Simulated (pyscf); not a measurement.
A first-order saddle from PySCF, ωB97X-D3(BJ)/def2-SVP:

```
Si
N 1 1.7118
H 2 1.0139 1 119.24
H 2 1.0148 3 113.16 1 152.84
O 1 1.8639 2 92.39 3 -172.02
H 5 0.9688 1 112.71 2 31.32
H 5 1.2735 6 111.73 1 -73.53
H 7 0.9860 5 142.06 6 108.90
Cl 1 2.0547 2 120.64 3 90.20
Cl 1 2.1062 2 96.15 3 -18.73
```

Surface: singlet, charge 0. Lowest wavenumbers (cm⁻¹): 1367i, 91, 208, 249, 313.

### Question
Name the species on either side of this saddle.

### Answer
`[NH2][SiH]([Cl])[Cl]` + `[OH2]` ⇌ `[NH2][Si]([OH])([Cl])[Cl]` + `[H][H]`, a four-centre exchange read from left to right: H–Si, H–O broken and O–Si, H–H formed. At ωB97M-D3(BJ)/def2-TZVP it lies +1.43 eV from the left side and +2.41 eV from the right (each side as separated species at their lowest minima found). On the reactant side the descent ends in a complex, 0.30 eV under the separated species and 1.74 eV under the saddle at ωB97X-D3(BJ)/def2-TZVP. At the saddle there is also a short H–Si contact that neither side keeps. This is the saddle that the search found; another between the same sides may lie lower.
